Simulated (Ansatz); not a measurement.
We consider K2ZnTe2 (Ibam, No. 72; cell taken from a computed entry), described by HSE06+SOC (Ansatz, a program for electronic structure, plane waves, PAW).

Numerical settings: plane-wave cutoff 460 eV, 4×4×4 k mesh, Fermi–Dirac smearing 0.01 eV, PAW data made under PBE.

Cell (relaxed with PBEsol):

Space group Ibam (No. 72); a = 7.215 Å, b = 13.927 Å, c = 6.888 Å, α = β = γ = 90.00°

```
atom  site  symmetry       x       y       z
----  ----  --------  ------  ------  ------
K       8j       ..m  0.3164  0.1402  0.0000
Zn      4a       222  0.0000  0.0000  0.2500
Te      8j       ..m  0.3060  0.3926  0.0000
```
(The calculation used a cell of 10 atoms; values per cell refer to that cell.)

### Question
Give the computed band gap and smallest direct gap on the k points sampled.

### Answer

* **band gap**: 2.65 eV (indirect)
* **smallest direct gap on the k points sampled**: 2.85 eV

Note: cell and atoms aren't relaxed at this level (pressure 1.1 GPa).
